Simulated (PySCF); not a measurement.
BH2F, optimised at PBE0/def2-TZVP:

```xyz
4

B      0.2256    -0.0882    -0.1651
F     -0.0801     0.5699    -1.2639
H     -0.1749    -1.2114    -0.0568
H      0.8852     0.4766     0.6593
```

Computed with PySCF (xtb for GFN2) and rigid-rotor harmonic-oscillator thermochemistry at 1 bar. 6-31G* has spherical d functions here. All species are closed-shell singlets. B3LYP is the form with VWN-RPA correlation. BH2F: computed as isolated molecules; such fragments, hydroxides, amides, oligomers or adducts are transient or little studied in the gas.

List the harmonic frequencies (cm⁻¹, unscaled) at this level and at the other levels, each on its own geometry.


- PBE0/def2-TZVP: 1017, 1079, 1180, 1363, 2574, 2678
- B3LYP/6-31G*: 1046, 1113, 1191, 1387, 2618, 2718
- GFN2-xTB: 865, 949, 1124, 1312, 2619, 2667
- HF/6-31G*: 1102, 1180, 1252, 1461, 2742, 2834
- PBE/def2-SVP: 1004, 1063, 1144, 1328, 2504, 2618
